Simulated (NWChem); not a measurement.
A series in which one site is exchanged, each optimised at PBE0/def2-SVP with NWChem, gas phase unless a solvent is named. Some are not confirmed as minima by frequencies. def2 effective core potentials on Y, Sb; no spin-orbit coupling.

A: B(F)(F)F (BF₃; site = B)
B: [As](F)(F)F (AsF3; site = As)
C: [F][Sb]([F])[F] (SbF₃; site = Sb)
D: [F][Y]([F])[F] (YF₃; site = Y)

Values for A:

```
Item                                                 Value
---------------------------------------------------  -----
orbital gap (eV), PBE0/def2-SVP                      12.97
vertical ionisation energy, ΔSCF, PBE/def2-SVP (eV)  14.27
static polarisability, B3LYP/def2-SVPD (bohr³)        16.0
```

Question: How do these values change for the other members?

Answer: 
```
change from A                                            B      C      D
---------------------------------------------------  -----  -----  -----
orbital gap (eV), PBE0/def2-SVP                      -3.98  -4.90  -4.96
vertical ionisation energy, ΔSCF, PBE/def2-SVP (eV)  -2.22  -2.62  -2.37
static polarisability, B3LYP/def2-SVPD (bohr³)       +13.8  +21.2  +14.7
```
